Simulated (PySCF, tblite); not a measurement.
**C3H6O (triplet), a cluster model of a defect: EPR parameters**

What EPR parameters should one expect for `C[C]OC`? It is drawn as: twofold C.

Computed with tblite 0.8.0 and PySCF 2.14.0; each step states its level. No surroundings beyond the atoms listed, unless a continuum is named. Atoms count from 0, parts from 1.

### 1 The system as given

10 atoms, charge 0, multiplicity 3; geometry: distance geometry start.

### 2 Relaxing the cluster with GFN2-xTB

The job: settings as JSON, then the geometry in Å.

```
{"job": {"kind": "relax", "xc": "GFN2-xTB", "basis": "xTB"}, "charge": 0, "multiplicity": 3}
C     -0.500992    -0.277373    -0.784085
C     -1.738719    -0.034259     0.062740
O      0.556150    -0.635593     0.140564
C      1.668777     0.103633    -0.177413
H     -2.245892    -1.015935     0.138470
H     -2.409198     0.656395    -0.374170
H     -1.346872     0.280338     1.058614
H      2.359921    -0.526686    -0.774375
H      1.417935     1.038830    -0.683999
H      2.228228     0.408670     0.753303
```

With the program's defaults for keys left out, this is: GFN2-xTB geometry optimisation, gas phase.

Launch:

```console
OMP_NUM_THREADS=1 python cluster_run.py task.json out
```

This one command runs all jobs of the session in turn.

**Question.** The jobs that follow are: PBE0-D3(BJ)/def2-SVP geometry optimisation, gas phase; UKS B3LYP, IGLO-III on C O, pcH-1 on H, non-relativistic, mean-field spin-orbit, GIAO; UKS BHandHLYP, IGLO-III on C O, pcH-1 on H, non-relativistic, mean-field spin-orbit, GIAO. Predict: point group; rotational constants (main isotopes); D, E (B3LYP); g(iso) (B3LYP); ⟨S²⟩; largest a(iso); surface potential, 1st and 99th percentile.

**Answer**, as computed:

| quantity | value |
| --- | --- |
| point group | C1 |
| rotational constants (main isotopes) | 25.74, 4.60, 4.33 GHz |
| D, E (B3LYP) | 0.686, 0.068 cm⁻¹ |
| g(iso) (B3LYP) | 2.00252 |
| ⟨S²⟩ | 2.005 (exact 2.00) |
| largest a(iso) | 13C on C0, 298.3 MHz |
| surface potential, 1st and 99th percentile | -1.12 V and 0.92 V |

**Reading.** The optimisation took 7 steps and gained 0.121 eV; among the close pairs (by a distance rule), O2–C3 changed most, from 1.476 to 1.418 Å (PBE0/def2-SVP). Most of the unpaired spin sits on C0 (1.76 e). The isotropic g lies 0.2 ppt above the free-electron value. The coupling of 13C on C0 runs from 298.3 (B3LYP/IGLO-III+pcH-1) to 331.2 MHz (BHandHLYP/IGLO-III+pcH-1). The triplet was assumed; the singlet may lie lower.
